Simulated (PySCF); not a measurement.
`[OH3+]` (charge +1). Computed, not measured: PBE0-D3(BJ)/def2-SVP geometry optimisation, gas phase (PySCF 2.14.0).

```
atom  x, y, z in Å
O1     0.0020    0.0021    0.2005
H2    -0.4678   -0.8157   -0.0719
H3    -0.4692    0.8168   -0.0789
H4     0.9451    0.0016   -0.0725
```

(1) Which two atoms are farthest apart?

(2) Work out the bond lengths O1–H2, O1–H3, O1–H4 in Å.

(3) What are the angles H2–O1–H4, H2–O1–H3, H3–O1–H4?

(4) Where is the centre of mass (commonest isotopes), and what is the radius of gyration?

(5) What is the repulsion energy of the bare nuclei, Σ ZA·ZB/RAB?

## Answers

(1) H2···H3, H3···H4 and H2···H4, 1.633 Å down to 1.632 Å.

(2) For O1–H2 the difference vector is (-0.4698, -0.8178, -0.2724) Å, of length 0.9817 Å. O1–H2 0.982; O1–H3 0.982; O1–H4 0.982 Å.

(3) From the scalar product of the two bond vectors; for H2–O1–H4 it is -0.3683 Å² over 0.9817 × 0.9818 Å², cos θ = -0.3821. H2–O1–H4 112.5°; H2–O1–H3 112.5°; H3–O1–H4 112.5°.

(4) Mass 19.018 u; centre at (0.002, 0.002, 0.157) Å; Rg = √(Σ m r²/M) = 0.389 Å. As Ia + Ib + Ic = 2 Σ m r², the three principal moments sum to 5.8 u·Å².

(5) 13.91 Eh over 6 pairs, with full nuclear charges and distances in bohr; the largest single term is 4.31 Eh (O1 with H2, or a pair equal to it).

No frequency check.
